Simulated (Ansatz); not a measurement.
System: rock-salt TiC. Method: r²SCAN (Ansatz, a program for electronic structure, plane waves, PAW).

Run with plane-wave cutoff 560 eV, 22×22×22 k mesh, Fermi–Dirac smearing 0.05 eV, no spin polarisation, scalar-relativistic PAW data made under PBE.

Equation-of-state points:

| V (Å³/atom) | E − E_lowest (meV/atom) | P (GPa) |
|---|---|---|
| 9.524 | 33.10 | 18.35 |
| 9.726 | 14.21 | 11.62 |
| 9.929 | 3.44 | 5.52 |
| 10.132 | 0.00 | 0.00 |
| 10.334 | 3.20 | -4.99 |
| 10.537 | 12.42 | -9.51 |
| 10.739 | 27.09 | -13.61 |

Question: Estimate the bulk modulus and its pressure derivative from these points.

Answer: V0 = 10.132 Å³/atom, B0 = 262 GPa, B′ = 4.0 (fit to the energies at full precision).

Measured, for comparison: bulk modulus 240 GPa (temperature not stated, not corrected to a static lattice, our sources range from 235 to 268; as tabulated in Krasnenko and Brik (2013), arXiv:1306.3139); equilibrium volume per atom 10.15 Å³/atom (temperature not stated, not corrected to a static lattice; as tabulated in Zhang et al. (2018), doi:10.1088/1367-2630/aac7f0). Computed (rounded) less measured: bulk modulus not scored (sources differ), equilibrium volume per atom -0.2 %.

Computed values are for the static lattice.

The result took very roughly 110 core-seconds.
